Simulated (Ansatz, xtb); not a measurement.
**C3H6O: 3 structures ranked**

3 gas-phase structures of C3H6O, from a drawn sample of its isomers (lower ones may exist). Each was relaxed with GFN2-xTB:

A. `C=C(C)O`, a singlet
B. `C/C=C\O`, a singlet
C. `C/C=C/O`, a singlet

Question: Which do you expect lowest at r2SCAN-D4/def2-SVP, and how would the others follow?

Answer: Calculated order at r2SCAN-D4/def2-SVP: A (0.000), B (0.216), C (0.264) eV.

Energies above the lowest of each column, in eV; the last columns are at B3LYP-D3(BJ)/def2-SVP geometries:

```tsv
structure	GFN2-xTB	HF/STO-3G	r2SCAN-D4/def2-SVP	B3LYP-D3(BJ)/def2-SVP	CCSD(T)/def2-TZVP
A	0.000	0.000	0.000	0.000	0.000
B	0.227	0.172	0.216	0.201	0.214
C	0.203	0.177	0.264	0.240	0.249
```

Every level run on A puts it lowest or level with the lowest. Flexible structures stand in one conformer each, not always the lowest.

Programs: Ansatz 0.2.0, xtb 6.7.1.
